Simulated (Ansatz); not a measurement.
**Worked example: C2H5O → C2H3O + H2**

Species: C2H5O (ethoxy radical) `CC[O]`, doublet; C2H3O (vinyloxy radical) `C=C[O]`, doublet; H2 (hydrogen), singlet. 

Shapes, held fixed at every level: PBE0-D4/def2-TZVP. Programs: Ansatz 0.2.0. The zero-point and thermal change to 298 K, harmonic and unscaled (PBE0-D4/def2-TZVP), is -24.7 kJ/mol.

At B2PLYP/def2-TZVPP; 1 Eh = 2625.50 kJ/mol:

| species | energy (Eh) |
| --- | --- |
| C2H5O | -154.303191 |
| C2H3O | -153.113068 |
| H2 | -1.169914 |

Problem. Work out ΔH(298 K) of the reaction at this level.

Solution. 
1. Products less reactants: (-153.113068) + (-1.169914) − [(-154.303191)] = 0.020209 Eh = +53.1 kJ/mol.
2. With the thermal change: +53.1 + (-24.7) = +28.4 kJ/mol.

Other levels give +34.9 (PBE-D4/def2-TZVPP) to +64.9 kJ/mol (SPW92/def2-TZVPP). No measured value is set beside it here. Spin contamination: C2H3O (⟨S²⟩ up to 0.92). Open shells run unrestricted unless RO is named.
